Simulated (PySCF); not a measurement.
Fill in the blanks.

C₄H₃N₂ (charge -1).
Atom-mapped SMILES: `[N:1]#[C:2][CH-:3][CH2:4][C:5]#[N:6]` (hydrogens: H7 on C3; H8, H9 on C4)

Conformer (atom-mapped SMILES and torsion angles): `[N:1]#[C:2][CH-:3][CH2:4][C:5]#[N:6]`: C2–C3–C4–C5 94°.

| property | level | value |
| --- | --- | --- |
| rotational constants A, B, C | PBE0-D3(BJ)/def2-SVP | 10.770, 1.818, 1.669 GHz |
| HOMO energy | PBE0/pcSseg-1 | ? |
| LUMO energy | PBE0/pcSseg-1 | ? |
| 13C chemical shifts (computed TMS as zero) by class | GIAO PBE0/pcSseg-1 | ? |
| 1H chemical shifts (computed TMS as zero) by class | GIAO PBE0/pcSseg-1 | ? |
| isotropic shieldings of nuclei other than C and H, by class | GIAO PBE0/pcSseg-1 | ? |
| largest of the computed one-bond spin–spin couplings (means over like bonds) | B3LYP/pcJ-1 | ? |

Electronic properties: PySCF, gas phase, density fitting. Isolated species at its PBE0-D3(BJ)/def2-SVP geometry (one conformer only). NMR classes are plain means over equivalent atoms (diastereotopic ones count apart unless rotation or inversion swaps them), as if these changed places fast; in this geometry the members of some classes differ. The HOMO energy is positive, so at this level the finite basis confines the outermost electrons. No diffuse functions stand in pcJ-1 and pcSseg-1, which bears on an anion's orbital energies.

Task: What is the HOMO energy?

Result: 0.01 eV.

Task: The isotropic shieldings of nuclei other than C and H, by class?

Result: -29 (N1), -12 (N6) ppm.

Task: What is the LUMO energy?

Result: 5.09 eV.

Task: Give the 13C chemical shifts (computed TMS as zero) by class.

Result: 143.2 (C2), 131.4 (C5), 24.9 (C4), 0.9 (C3) ppm.

Task: What are the largest of the computed one-bond spin–spin couplings (means over like bonds)?

Result: 13C–1H +170.2 (C3–H7), 13C–1H +135.4 (C4–H8 and 1 like it), 13C–13C +101.0 (C2–C3), 13C–13C +54.5 (C3–C4), 13C–13C +53.2 (C4–C5), 15N–13C -17.3 (N1–C2), 15N–13C -16.2 (N6–C5) Hz.

Task: The 1H chemical shifts (computed TMS as zero) by class?

Result: 2.79 (H8/H9), -0.03 (H7) ppm.

The rotational constants make it an asymmetric top with κ = (2B − A − C)/(A − C) = -0.97, nearer the prolate limit (−1). With B = h/(8π²I), that is 505.379 GHz u Å² over I, the principal moments of inertia are 46.9, 278.0 and 302.9 u Å² (most abundant isotopes).

For the spin–spin coupling job (B3LYP/pcJ-1), on one thread of an x86-64 server, no GPU, shared host, this took 21 s wall.
